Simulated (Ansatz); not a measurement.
## Ansatz (development build ahead of 0.2.0) run

```yaml
crystal:
  periodic: [false, false, false]
  atoms:
    - { symbol: Al, position_ang: [-0.01146, 0.02847, -0.97941] }
    - { symbol: Cl, position_ang: [-0.00065, 0.048, 1.0049] }
basis:
  gaussian: { orbitals: def2-SVP }
total_charge: 1
magnetization:
  initial_magnetization: 1
hamiltonian:
  xc: hf
correlation:
  method: ccsd_t
  frozen_orbitals: { Al: 5, Cl: 5 }
```

The input is written out in the form of the current development build from the run's settings. Correlation on restricted open-shell orbitals is semicanonical, with singles.

Output:

```yaml
Converged: yes
Reference_energy: -700.95231 hartree
Correlation_energy: -0.17620 hartree
Total_energy: -701.12850 hartree
Stability_test: minimum among restricted orbitals
```
